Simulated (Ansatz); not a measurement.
# Si2H5O radical: basis-set convergence

An exercise on one series of results from a longer session: the logs are not shown, and one member is left open.

Computed with Ansatz 0.2.0, Gaussian basis. Level: one geometry, several basis sets.

Levels to be run: PBE0-D4/def2-SVP; ωB97M-V/def2-SVP; PBE0-D4/def2-QZVPP; ωB97M-V/def2-QZVPP; the functionals' def2-TZVPP values are taken from earlier runs.

## Structure used throughout

An earlier PBE0-D4 in a triple-zeta def2 set relaxation fixed the geometry.

SMILES `O[SiH2][SiH2]`, 8 atoms, charge 0, spin multiplicity 2.

Atoms are counted from 1 here; the program's logs count them from 0.

Bond lengths: O1–Si2 1.652 Å, O1–H4 0.958 Å, Si2–Si3 2.337 Å, Si2–H5 1.483 Å, Si2–H6 1.494 Å, Si3–H7 1.490 Å, Si3–H8 1.492 Å. Angles: Si2–O1–H4 117.8°, O1–Si2–Si3 111.8°, O1–Si2–H5 106.1°, O1–Si2–H6 110.6°, Si3–Si2–H5 109.1°, Si3–Si2–H6 110.3°, H5–Si2–H6 108.7°, Si2–Si3–H7 114.2°, Si2–Si3–H8 114.7°, H7–Si3–H8 109.3°.

Set-up of the first run:

in.yaml

```yaml
crystal:
  periodic: [false, false, false]
  atoms:
    - {symbol: O, position_ang: [-1.163494, -0.090690, -1.552229]}
    - {symbol: Si, position_ang: [0.158758, 0.412855, -0.700424]}
    - {symbol: Si, position_ang: [0.537511, -0.917442, 1.183071]}
    - {symbol: H, position_ang: [-2.016919, -0.043905, -1.119853]}
    - {symbol: H, position_ang: [1.313231, 0.288074, -1.622720]}
    - {symbol: H, position_ang: [0.014612, 1.845640, -0.303254]}
    - {symbol: H, position_ang: [1.822442, -0.633068, 1.881997]}
    - {symbol: H, position_ang: [-0.574041, -0.918565, 2.177612]}
basis:
  gaussian: {orbitals: def2-SVP}
magnetization: {spin_polarized: true, initial_magnetization: 1}
hamiltonian: {xc: pbe0, dispersion: d4}
output: {orbitals: {seedname: orbitals}}
```

Steps of the session up to this table: PBE0-D4 in def2-SVP; ωB97M-V in def2-SVP; PBE0-D4 in def2-QZVPP; ωB97M-V in def2-QZVPP.

One table of the session follows, with a row left open; its other results are not shown here.

It belongs to the step «Functionals by basis». 

| functional | basis | HOMO (eV) | LUMO (eV) |
| --- | --- | --- | --- |
| PBE0-D4 | def2-SVP | -6.18 | -2.60 |
| PBE0-D4 | def2-TZVPP | -6.19 | -2.65 |
| PBE0-D4 | def2-QZVPP | ? | ? |
| ωB97M-V | def2-SVP | -7.85 | -0.90 |
| ωB97M-V | def2-TZVPP | -7.90 | -1.03 |
| ωB97M-V | def2-QZVPP | -7.92 | -1.10 |

Estimate the missing values for PBE0-D4, def2-QZVPP.

**Answer.** HOMO (eV): -6.20; LUMO (eV): -2.67. In the column «HOMO (eV)» it lies between ωB97M-V, def2-SVP (-7.85) and PBE0-D4, def2-TZVPP (-6.19).
